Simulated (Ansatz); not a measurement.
One crystal and one scan (energy against volume) at two levels, PBE (plane waves to 420 eV, PAW, scalar-relativistic; Ansatz, an electronic-structure program) and r2SCAN (plane waves to 500 eV, PAW, scalar-relativistic; Ansatz), each from its own relaxed cell and on its own mesh. The cell shown is that of PBE.

Si (diamond)

```xyz
2
Lattice="0.0000 2.7349 2.7349 2.7349 0.0000 2.7349 2.7349 2.7349 0.0000" Properties=species:S:1:pos:R:3 pbc="T T T"
Si     2.7349     2.7349     2.7349
Si     4.1024     4.1024     4.1024
```

The volume is varied about the relaxed value V₀ at fixed cell shape. Symmetry pins the atoms to their sites.

Energies are smeared free energies. Si was relaxed with its symmetry unable to fall. The PAW data are Ansatz's earlier set. Both scans cover V/V₀ from 0.840 to 1.160.

ΔE (meV/atom), each from the relaxed starting cell of its own level:

| V/V₀ | PBE | r2SCAN |
|---|---|---|
| 0.840 | 196.6 | withheld |
| 0.880 | 102.2 | 109.5 |
| 0.920 | 42.0 | 45.1 |
| 0.960 | 9.8 | 10.5 |
| 1.000 | 0.0 | 0.0 |
| 1.040 | 8.5 | 9.1 |
| 1.080 | 31.7 | 34.2 |
| 1.120 | 66.7 | 72.1 |
| 1.160 | 111.1 | 120.2 |

**Question.** Estimate the r2SCAN value at 0.840 from the PBE value there and the ratio of the two levels in the two nearest given rows on that side of the minimum.

**Answer.** At 0.880 and 0.920 the ratio r2SCAN/PBE averages 1.073, which gives 1.073 × 196.6 = 211.0 meV/atom. The calculation gives 210.4 meV/atom, +7.0 % against PBE.

(A scan under strain: stresses follow from slopes of the energy per volume, elastic moduli from its curvatures.)
